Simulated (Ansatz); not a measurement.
Input for Ansatz (development build ahead of 0.2.0):

```yaml
crystal:
  periodic: [false, false, false]
  atoms:
    - { symbol: H, position_ang: [0.0, 0.17285, -1.08742] }
    - { symbol: B, position_ang: [0.0, -0.34571, 0.0] }
    - { symbol: H, position_ang: [0.0, 0.17285, 1.08742] }
basis:
  gaussian: { orbitals: def2-SVP }
magnetization:
  initial_magnetization: 1
hamiltonian:
  xc: hf
correlation:
  method: ccsd_t
  frozen_orbitals: { B: 1, H: 0 }
scf:
  omitted_lower_state_checks: [stability, starts, atomic_configurations, cluster_reference, orbital_swaps, given_window_search, neighbouring_geometries, increment]
```

The input is written out in the form of the current development build from the run's settings. Correlation on restricted open-shell orbitals is semicanonical, with singles.

The run gave:

```json
{
  "Converged": "yes",
  "Reference energy": "-25.72980 hartree",
  "Correlation energy": "-0.08783 hartree",
  "Total energy": "-25.81763 hartree"
}
```
